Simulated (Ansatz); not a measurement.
Cohesive energy (eV/atom) of a set of elemental metals (21 solids), computed with PBE (Ansatz, an electronic-structure program, plane waves, PAW) and with B3LYP (VWN-RPA form) (plane waves, PAW; Ansatz). The set holds measured phases with no doubt noted on the run or the magnetic state but for the caveats below. 22 more of the class have both values but aren't in it, for one of these reasons: built or high-temperature cells, doubts on the run or the magnetic state, unlike cells, values of zero, layered or molecular crystals. Solids without a value at one level (not run, failed, or a magnetic order lost), or held back for tests, aren't counted.

All rows, in order of the shift (worked out from unrounded values):

```csv
solid,PBE,B3LYP (VWN-RPA form),shift (eV/atom)
fcc Al,3.43,2.51,-0.93
fcc Cu,3.52,2.61,-0.91
bcc Ba,1.88,1.13,-0.76
fcc Ca,1.91,1.16,-0.75
fcc Au,3.05,2.32,-0.73
fcc Sr,1.61,0.90,-0.71
hcp Mg,1.50,0.82,-0.68
hcp Be,3.73,3.09,-0.64
hcp Zn,1.11,0.49,-0.62
white tin (β-Sn),3.13,2.53,-0.60
fcc Ag,2.53,1.94,-0.59
body-centred tetragonal In,2.32,1.73,-0.58
fcc Pb,2.95,2.37,-0.58
α-phase Ga,2.63,2.06,-0.57
hcp Cd,0.75,0.25,-0.50
hcp Tl,2.01,1.57,-0.44
bcc Na,1.08,0.78,-0.31
bcc Cs,0.71,0.41,-0.31
bcc K,0.87,0.56,-0.31
bcc Rb,0.77,0.47,-0.30
bcc Li,1.61,1.32,-0.29
```

The shift from PBE to B3LYP (VWN-RPA form) has a median of -0.59 eV/atom, and eight in ten lie between -0.76 eV/atom and -0.31 eV/atom; B3LYP (VWN-RPA form) is the larger in 0 and the smaller in 21 of 21.

Ansatz's runs of these crystals have no spin polarisation.

Spin–orbit coupling is left out, also for the solids with elements from indium on (body-centred tetragonal In, bcc Ba, white tin (β-Sn), hcp Tl, bcc Cs, fcc Pb, fcc Au); its size isn't shown.

Exact exchange on metals is sensitive to the k mesh.

Free atoms are spin-polarised, in the lowest state found; at levels without +SOC their spin–orbit coupling is left out. Each level is taken at its own relaxed cell. Caveats: the cell is over a tenth larger than the published one: the level's own overestimate first of all, though another phase or state, or a fault of the published cell, is possible (B3LYP (VWN-RPA form): fcc Ag, fcc Pb, fcc Au; PBE: hcp Tl). Ansatz's density-functional and Hartree–Fock values are scalar-relativistic unless marked +SOC, with PAW data made under PBE.
